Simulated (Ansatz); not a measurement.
in.yaml

```yaml
crystal:
  periodic: [false, false, false]
  atoms:
    - {symbol: B, position_ang: [0.000000, -0.774100, 1.802429]}
    - {symbol: Ge, position_ang: [0.000000, 0.212658, 0.039677]}
    - {symbol: O, position_ang: [0.000000, -0.552059, -1.414527]}
    - {symbol: H, position_ang: [0.000000, 1.740121, 0.261323]}
basis:
  gaussian: {orbitals: 6-31G, fitting: {mean_field: def2-universal-jkfit}}
magnetization: {spin_polarized: true, initial_magnetization: 0}
hamiltonian: {xc: hf}
output: {orbitals: {seedname: orbitals}}
```

```sh
$ ansatz run in.yaml --threads 1 --pin off --events-out ev --progress --plain --max-ram 2393MiB
```

The program prints:

```
436 factors; integrals over basis functions are off by at most 8.0e-2 eV
mean field evaluation 1: about -59175.0726 eV, gradient 3.6e1 eV
mean field evaluation 2: about -59167.0176 eV, gradient 5.8e1 eV
mean field evaluation 4: about -59181.9601 eV, gradient 1.1e0 eV
mean field evaluation 8: about -59181.9875 eV, gradient 5.9e-6 eV
mean field evaluation 16: about -59182.5644 eV, gradient 5.4e-2 eV
mean field evaluation 32: about -59182.7452 eV, gradient 2.1e-4 eV
mean field evaluation 64: about -59182.3759 eV, gradient 4.8e-1 eV
mean field evaluation 96: about -59182.7316 eV, gradient 1.4e-2 eV
mean field evaluation 128: about -59181.9998 eV, gradient 6.8e-1 eV
mean field evaluation 160: about -59178.5661 eV, gradient 9.5e0 eV
mean field evaluation 192: about -59182.4403 eV, gradient 7.3e-1 eV
mean field evaluation 224: about -59181.0860 eV, gradient 5.2e0 eV
mean field evaluation 256: about -59182.7438 eV, gradient 2.9e-2 eV
mean field evaluation 288: about -59181.9788 eV, gradient 1.1e0 eV
mean field evaluation 320: about -59181.5890 eV, gradient 1.2e-1 eV
mean field evaluation 352: about -59177.4411 eV, gradient 1.4e1 eV
mean field evaluation 384: about -59176.1461 eV, gradient 6.0e0 eV
mean field evaluation 416: about -59181.6928 eV, gradient 1.7e-1 eV
mean field evaluation 448: about -59181.7672 eV, gradient 1.3e0 eV
mean field evaluation 480: about -59179.5940 eV, gradient 2.2e0 eV
mean field evaluation 512: about -59181.7150 eV, gradient 1.4e0 eV
mean field -59182.74794002 eV, -2174.9258712884 hartree, gradient 1.3e-6 eV, S^2 1.290788; 15 other end points of the search recorded, 0 dependent functions left out
reference -59182.74794002 eV, -2174.9258712884 hartree; 23, 23 occupied and 26, 26 virtual orbitals, 436 factors
Total energy: -59182.74794002 eV, -2174.9258712884 hartree
```

Ran on 1 thread of Arm Neoverse V1, shared host: 10 s wall, 0.2 GiB peak host memory.
